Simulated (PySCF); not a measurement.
# Ionising NO

PBE; PySCF, no relativity, basis sets N aug-cc-pVDZ, O aug-cc-pVDZ. Neutral (UKS): doublet (π ↑), Re = 1.166 Å, ωe = 1892 cm⁻¹, De = 7.35 eV, HOMO -4.62 eV, LUMO -4.39 eV.

NO⁺ (UKS): singlet (closed shell), Re = 1.080 Å, ωe = 2356 cm⁻¹, De = 11.82 eV to N + O⁺. The energies at the minima are -129.78389 hartree for NO and -129.43173 for NO⁺.

Problem. Work out the adiabatic ionisation energy, without and with harmonic zero-point energies (1 hartree = 27.2114 eV, 1 eV = 8065.5 cm⁻¹), and the change of the bond length.

Solution. At PBE: 0.35216 hartree = 9.583 eV between the minima; the zero-point term (2356.0 − 1892.0)/2 cm⁻¹ = +0.029 eV makes it 9.612 eV. Re changes by -8.6 pm against the neutral. The electron leaves a π orbital, and the shorter bond of the ion fits an antibonding orbital, or a change in how ionic the bond is.

For an ion De counts to the pair picked by the measured ionisation energies or electron affinities, which need not be the lowest pair at this level. States were picked by a PBE0 search and need not be the measured ground states.
